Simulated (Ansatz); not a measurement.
A made-up structure of CH₂LiS, doublet:

Li1  (-0.494, -0.976, 1.369)
S2  (0.282, 0.164, -0.278)
C3  (-1.413, 0.334, -0.086)
H4  (0.775, -0.637, -1.261)
H5  (1.115, 1.153, 0.144)
(Å)

It is relaxed with PBE-D4/def2-SVP and then PBE0-D4/def2-TZVP (Ansatz 0.2.0). Atoms count as bonded within 1.22 times the sum of their covalent radii (H–H: 0.88 Å). The end point is not checked to be a true minimum.

Question: Does its bonding change? (Judge from chemistry; the calculation decides.)

Answer: Computed: Yes. Formed: none; broken: Li1–S2.

Where it ends: The first stage lowers the energy by 1.69 eV in 13 steps. It ends as CH₂LiS ([Li][C][SH2]):
Li1  (-1.864, -0.933, 1.642)
S2  (0.816, 0.033, -0.239)
C3  (-0.534, -0.331, 0.553)
H4  (0.780, -0.127, -1.629)
H5  (1.066, 1.396, -0.439)
(Å)

Labels in which every atom is bracketed show which atoms are joined, not bond orders.

For scale, one of the runs: PBE0-D4/def2-TZVP relaxation, 94 basis functions, launched by `ansatz run in.yaml --threads 2 --pin off --events-out ev --progress --plain --max-ram 4352MiB`. The run took about 15 s on 2 CPU threads of an Arm Neoverse V1 (shared host).
